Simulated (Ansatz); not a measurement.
`BB`: the same geometry under several functionals.

```yaml
crystal:
  periodic: [false, false, false]
  atoms:
    - {symbol: B, position_ang: [-0.227425, -0.785893, -0.087274]}
    - {symbol: B, position_ang: [0.240305, 0.764892, 0.072226]}
    - {symbol: H, position_ang: [-1.211725, -1.215887, 0.448992]}
    - {symbol: H, position_ang: [0.391983, -1.572923, -0.749495]}
    - {symbol: H, position_ang: [-0.128772, 1.624305, -0.680503]}
    - {symbol: H, position_ang: [0.977834, 1.121507, 0.949953]}
basis:
  gaussian: {orbitals: def2-TZVPP}
hamiltonian: {xc: {name: PBE-QIDH}}
```

```sh
$ ansatz run in.yaml --threads 2 --pin off --events-out ev --progress --plain --max-ram 4352MiB
```

Shortened log:

```
Functional definition: PBE-QIDH
679 factors; integrals over basis functions are off by at most 7.1e-4 eV
mean field evaluation 1: about -1410.8529 eV, gradient 1.4e1 eV
mean field evaluation 2: about -1410.8511 eV, gradient 1.4e1 eV
mean field evaluation 4: about -1411.6285 eV, gradient 9.6e-1 eV
mean field evaluation 8: about -1411.6336 eV, gradient 2.6e-3 eV
mean field -1411.63358095 eV, -51.8765772603 hartree, gradient 4.5e-6 eV, S^2 0.000000; 0 other end points of the search recorded, 0 dependent functions left out
2 core orbitals not correlated: weight in the atoms' cores, before any rotation towards them, 1.000 or more for the frozen orbitals, at most 0.000 for the correlated occupied ones
reference -1411.63359300 eV, -51.8765777032 hartree; 5, 5 occupied and 111, 111 virtual orbitals, 679 factors
second order -6.29202532 eV of doubles, -0.00000000 eV of singles
Total energy: -1413.73093478 eV, -51.9536535918 hartree
```

It took 1.1 s on 2 threads of an Arm Neoverse V1 on a shared host, with 0.25 GiB of host memory at the peak.

The same input with `hamiltonian: {xc: {name: LC-wPBE}}` (abridged; 0.8 s):

```
Functional definition: LC-wPBE
mean field -1415.01253900 eV, -52.0007516783 hartree, gradient 1.5e-5 eV, S^2 0.000000
Total energy: -1415.01253901 eV, -52.0007516786 hartree
```

Changing it to `hamiltonian: {xc: {name: BLYP}, dispersion: d4}` (abridged; 0.7 s):

```
Functional definition: BLYP
mean field -1415.33331321 eV, -52.0125399132 hartree, gradient 4.7e-5 eV, S^2 0.000000
Total energy: -1415.44924131 eV, -52.0168001921 hartree
```

Changing it to `hamiltonian: {xc: r2scan, dispersion: d4}` and forces (abridged; 1.4 s):

```
Functional definition: r2SCAN
mean field -1415.07645688 eV, -52.0031006169 hartree, gradient 2.9e-5 eV, S^2 0.000000
Total energy: -1415.08806730 eV, -52.0035272921 hartree
Atom 0 force     0.038446     0.123174     0.011943 eV/Å
Atom 1 force    -0.036789    -0.123724    -0.012378 eV/Å
Atom 2 force     0.032408     0.000520    -0.022058 eV/Å
Atom 3 force    -0.029202     0.012989     0.023555 eV/Å
Atom 4 force     0.018651    -0.016312     0.030577 eV/Å
Atom 5 force    -0.023514     0.003354    -0.031639 eV/Å
Dipole moment:    -0.000135     0.000037     0.000035 e Å
```

With the line `hamiltonian: {xc: {name: r2SCAN0}, dispersion: d4}` (abridged; 1.4 s):

```
Functional definition: r2SCAN0
mean field -1415.06361800 eV, -52.0026287970 hartree, gradient 1.4e-5 eV, S^2 0.000000
Total energy: -1415.07705233 eV, -52.0031224996 hartree
```

The same input with `hamiltonian: {xc: pbe0, dispersion: d4}` (abridged; 0.75 s):

```
Functional definition: PBE0
mean field -1413.99659245 eV, -51.9634163313 hartree, gradient 2.3e-5 eV, S^2 0.000000
Total energy: -1414.03790714 eV, -51.9649346181 hartree
```
